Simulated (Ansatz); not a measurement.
# BFH2N− (SMILES [NH-]BF): functionals against CCSD(T) at one geometry

How do the functionals fare away from a minimum? The structure is a structure displaced at random from a GFN2-xTB minimum.

Computed with Ansatz 0.2.0, Gaussian basis. Level: single points in def2-TZVPPD.

Cores are frozen in the correlated methods.

## (1) The starting structure

SMILES `[NH-]BF`, 5 atoms, charge -1, spin multiplicity 1.

Atoms are counted from 1 here; the program's logs count them from 0.

Bond lengths: N1–B2 1.360 Å, N1–H4 1.068 Å, B2–F3 1.503 Å, B2–H5 1.236 Å. Angles: B2–N1–H4 116.1°, N1–B2–F3 125.8°, N1–B2–H5 124.1°, F3–B2–H5 110.0°.

As a file:

```xyz
5

N    -1.0374   -0.0947    0.1403
B     0.3183   -0.0652    0.2403
F     1.2717    0.3446   -0.8463
H    -1.4476    0.2286   -0.7916
H     0.9474   -0.4243    1.2412
```

## (2) CCSD(T)/def2-TZVPPD

Contents of run/in.yaml:

```yaml
crystal:
  periodic: [false, false, false]
  atoms:
    - {symbol: N, position_ang: [-1.037400, -0.094700, 0.140300]}
    - {symbol: B, position_ang: [0.318300, -0.065200, 0.240300]}
    - {symbol: F, position_ang: [1.271700, 0.344600, -0.846300]}
    - {symbol: H, position_ang: [-1.447600, 0.228600, -0.791600]}
    - {symbol: H, position_ang: [0.947400, -0.424300, 1.241200]}
basis:
  gaussian: {orbitals: "def2-TZVPPD.json"}
total_charge: -1
correlation: {method: ccsd_t}
output: {forces: true}
```

The basis file named in the input lies beside it (Basis Set Exchange, JSON).

No record of the launch command was kept for these runs.

## (3) PBE0-D4/def2-TZVPPD

run/in.yaml, as its differences from that of step 2:

```diff
@@ -11,3 +11,3 @@
 total_charge: -1
-correlation: {method: ccsd_t}
-output: {forces: true}
+hamiltonian: {xc: pbe0, dispersion: d4}
+output: {forces: true, orbitals: {seedname: orbitals}}
```

## (4) wB97M-V/def2-TZVPPD

run/in.yaml, as its differences from that of step 3:

```diff
@@ -11,3 +11,3 @@
 total_charge: -1
-hamiltonian: {xc: pbe0, dispersion: d4}
-output: {forces: true, orbitals: {seedname: orbitals}}
+hamiltonian: {xc: {name: wB97M-V}}
+output: {forces: true}
```

## (5) r2SCAN-D4/def2-TZVPPD

run/in.yaml, as its differences from that of step 4:

```diff
@@ -11,3 +11,3 @@
 total_charge: -1
-hamiltonian: {xc: {name: wB97M-V}}
+hamiltonian: {xc: r2scan, dispersion: d4}
 output: {forces: true}
```

## (6) PBE-D4/def2-TZVPPD

run/in.yaml, as its differences from that of step 5:

```diff
@@ -11,3 +11,3 @@
 total_charge: -1
-hamiltonian: {xc: r2scan, dispersion: d4}
+hamiltonian: {xc: pbe, dispersion: d4}
 output: {forces: true}
```

## (7) r2SCAN0-D4/def2-TZVPPD

run/in.yaml, as its differences from that of step 6:

```diff
@@ -11,3 +11,3 @@
 total_charge: -1
-hamiltonian: {xc: pbe, dispersion: d4}
+hamiltonian: {xc: {name: r2SCAN0}, dispersion: d4}
 output: {forces: true}
```

## (8) BHLYP-D4/def2-TZVPPD

run/in.yaml, as its differences from that of step 7:

```diff
@@ -11,3 +11,3 @@
 total_charge: -1
-hamiltonian: {xc: {name: r2SCAN0}, dispersion: d4}
+hamiltonian: {xc: {name: BHLYP}, dispersion: d4}
 output: {forces: true}
```

(Steps that only read results are left out.)

What does the calculation give? Wanted: RMS force component; RMS force error; HOMO and LUMO, PBE0-D4; T1 diagnostic.

**Answer**, as computed:

| quantity | value |
| --- | --- |
| RMS force component | 0.652 to 0.970 eV/Å over the methods |
| RMS force error | PBE0-D4 0.216, wB97M-V 0.222, r2SCAN-D4 0.171, PBE-D4 0.195, r2SCAN0-D4 0.282, BHLYP-D4 0.377 eV/Å |
| HOMO and LUMO, PBE0-D4 | -1.06 and 4.22 eV |
| T1 diagnostic | 0.015 |

**Reading.** On forces the order runs from r2SCAN-D4 to BHLYP-D4. Frozen-core CCSD(T) forces in triple zeta carry basis errors of their own, and this is one geometry, so small gaps rank nothing.
